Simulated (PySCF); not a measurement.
# CH2OS, a complex of two parts: interaction energy

The task here is to estimate one member of a computed series from the others.

Computed with PySCF 2.14.0; each step states its level. No surroundings beyond the atoms listed, unless a continuum is named. Atoms count from 0, parts from 1.

## The system as given

5 atoms, charge 0, multiplicity 1; geometry: GFN2-xTB. Parts: 1 = atoms 0–2, `S`, charge 0; 2 = atoms 3–4, `[C-]#[O+]`, charge 0.

Set-up of the first run:

What the job is given:

```
{"job": {"xc": "PBE0", "basis": "def2-TZVPD", "d3": "d3bj", "grid": 3, "kind": "geom", "shake": 0.01}, "charge": 0, "multiplicity": 1, "parts": [{"atoms": "0-2", "charge": 0, "multiplicity": 1}, {"atoms": "3-4", "charge": 0, "multiplicity": 1}]}
S     -0.005540     0.573419     0.203622
H     -0.947857    -0.291923    -0.169122
H      0.947245    -0.260483    -0.032466
C      1.848281    -2.268408     0.541420
O      1.906293    -2.905179     1.465413
```

Launch:

```
$ OMP_NUM_THREADS=1 python cluster_run.py task.json out
```

The driver reads the jobs from task.json and runs them one after another.

Steps of the session up to this table: Optimising the geometry at PBE0-D3(BJ)/def2-TZVPD; Coupled-cluster interaction energy: CCSD(T) and MP2, 2.83 Å; Coupled-cluster interaction energy: CCSD(T) and MP2, 2.97 Å; Coupled-cluster interaction energy: CCSD(T) and MP2, 3.11 Å; Coupled-cluster interaction energy: CCSD(T) and MP2, 2.69 Å; Coupled-cluster interaction energy: CCSD(T) and MP2, 3.54 Å; Coupled-cluster interaction energy: CCSD(T) and MP2, 2.55 Å; Coupled-cluster interaction energy: CCSD(T) and MP2, 4.24 Å; Coupled-cluster interaction energy: CCSD(T) and MP2, 5.66 Å.

One table of the session follows, with a row left open; its other results are not shown here.

It belongs to the step «Coupled-cluster interaction energy: CCSD(T) and MP2, 5.66 Å». 

| method | interaction energy (kcal/mol) |
| --- | --- |
| HF/aug-cc-pVDZ | -0.023 |
| MP2/aug-cc-pVDZ | -0.086 |
| CCSD/aug-cc-pVDZ | -0.063 |
| CCSD(T)/aug-cc-pVDZ | -0.069 |
| HF/aug-cc-pVQZ | ? |
| MP2/aug-cc-pVQZ | -0.082 |
| SCS-MP2/aug-cc-pVQZ | -0.072 |
| MP2, extrapolated | -0.081 |
| CCSD(T), limit estimate | -0.065 |

Estimate the missing values for HF/aug-cc-pVQZ.

The run gave: interaction energy (kcal/mol): -0.020. In the column «interaction energy (kcal/mol)» it is the highest.
